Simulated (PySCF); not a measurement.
Relaxation of singlet HBS

Method: PBE0/[B def2-TZVP, S def2-TZVP, H def2-TZVP], no relativity, density fitting, PySCF. A (50,194) grid was used.

A hand-made bent start, of Cs symmetry, held to at least that symmetry:

```xyz
3
charge 0 multiplicity 1, angstrom
B     1.0021    0.0000   -0.7325
S    -0.4068    0.0000    0.2541
H     1.9605    0.0000   -0.0614
```

At each step, columns x, y, z (Å) and Fx, Fy, Fz (eV/Å):

```
step 0  E − E(last) = 165.32 kJ/mol
B    1.002   0.000  -0.732  -3.538   0.000   4.112
S   -0.407   0.000   0.254   1.859   0.000  -2.914
H    1.960   0.000  -0.061   1.679   0.000  -1.197
step 1  E − E(last) = 80.95 kJ/mol
B    0.944   0.000  -0.590   0.990   0.000   2.343
S   -0.453   0.000   0.186  -1.065   0.000  -0.728
H    2.064   0.000  -0.136   0.075   0.000  -1.615
step 2  E − E(last) = 30.07 kJ/mol
B    0.935   0.000  -0.400   2.065   0.000   1.473
S   -0.582   0.000   0.117  -0.128   0.000  -0.547
H    2.202   0.000  -0.256  -1.937   0.000  -0.926
step 3  E − E(last) = 12.32 kJ/mol
B    0.958   0.000  -0.308   1.035   0.000   0.846
S   -0.608   0.000   0.080   0.575   0.000  -0.457
H    2.206   0.000  -0.311  -1.610   0.000  -0.389
step 4  E − E(last) = 0.76 kJ/mol
B    0.992   0.000  -0.233  -0.470   0.000   0.288
S   -0.585   0.000   0.043   0.148   0.000  -0.123
H    2.149   0.000  -0.350   0.322   0.000  -0.166
step 5  E − E(last) = 0.08 kJ/mol
B    0.990   0.000  -0.198   0.126   0.000  -0.033
S   -0.593   0.000   0.030   0.070   0.000  -0.004
H    2.159   0.000  -0.371  -0.197   0.000   0.037
step 6  E − E(last) = 0.00 kJ/mol
B    0.991   0.000  -0.201   0.032   0.000   0.004
S   -0.590   0.000   0.030  -0.018   0.000   0.000
H    2.154   0.000  -0.369  -0.013   0.000  -0.003
step 7  E − E(last) = 0.00 kJ/mol
B    0.991   0.000  -0.200  -0.010   0.000   0.002
S   -0.590   0.000   0.030   0.008   0.000  -0.001
H    2.154   0.000  -0.369   0.002   0.000  -0.001
```

It ends at C∞v with B–H 1.175 Å, B–S 1.598 Å; H–B–S 180.0°. No frequency check is given, so it may be a saddle point.

The relaxation took about 12 core-seconds on a shared host.
